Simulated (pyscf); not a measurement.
F–SiH₂–O–SiH₃ + H₂O → HO–SiH₂–O–SiH₂–F + H₂ (four-centre exchange; singlet surface; H–Si, H–O broken, O–Si, H–H formed). Single points on ωB97X-D3(BJ)/def2-SVP structures (PySCF, gas phase). Energies in kJ/mol from the separated reactants.

```tsv
level	barrier	reaction energy
r²SCAN/def2-TZVP	125.4	-99.6
B3LYP-D3(BJ)/def2-TZVP	(withheld)	-94.2
PBE0-D3(BJ)/def2-TZVP	130.3	-88.0
M06-2X/def2-TZVP	139.6	-106.2
ωB97M-D3(BJ)/def2-TZVP	(withheld)	(withheld)
HF/def2-TZVP	230.1	-80.3
```

Q: Fill in the missing entries.

A: 
- B3LYP-D3(BJ)/def2-TZVP, barrier: 142.4
- ωB97M-D3(BJ)/def2-TZVP, barrier: 137.9
- ωB97M-D3(BJ)/def2-TZVP, reaction energy: -93.9

The functionals in the table span 17.0 kJ/mol in this barrier, from r²SCAN to B3LYP-D3(BJ). On the reactant side the descent ends in a complex (not fully relaxed), 26.0 kJ/mol under the separated species and 165.4 kJ/mol under the saddle at ωB97X-D3(BJ)/def2-TZVP. The same reactants have a lower exit, to HF + HO–SiH₂–O–SiH₃ (barrier +102.8 kJ/mol at ωB97M-D3(BJ)/def2-TZVP, against +137.9 kJ/mol here). This is the saddle that the search found; another between the same sides may lie lower.
